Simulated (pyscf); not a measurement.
H₃C–SiH(Cl)–Cl (SMILES C[SiH](Cl)Cl) + H₂ (SMILES [H][H]) → H₃C–SiH(Cl)–Cl (SMILES C[SiH](Cl)Cl) + H₂ (SMILES [H][H]) (four-centre exchange; singlet surface; H–Si, H–H broken, H–Si, H–H formed). Optimised with ωB97X-D3(BJ)/def2-SVP in PySCF. Energies in eV from the separated reactants.

```
level                   barrier  reaction energy
----------------------  -------  ---------------
ωB97X-D3(BJ)/def2-TZVP        ?             0.00
r²SCAN/def2-TZVP           2.70             0.00
B3LYP-D3(BJ)/def2-TZVP     2.88             0.00
PBE0-D3(BJ)/def2-TZVP      2.69             0.00
M06-2X/def2-TZVP           3.03             0.00
HF/def2-TZVP                  ?             0.00
```

### Question
Fill in the missing entries.

### Answer

- ωB97X-D3(BJ)/def2-TZVP, barrier: 2.93
- HF/def2-TZVP, barrier: 3.70

The functionals in the table span 0.34 eV in this barrier, from PBE0-D3(BJ) to M06-2X. At the saddle there is also a short H–Si contact that neither side keeps. This is the saddle that the search found; another between the same sides may lie lower.
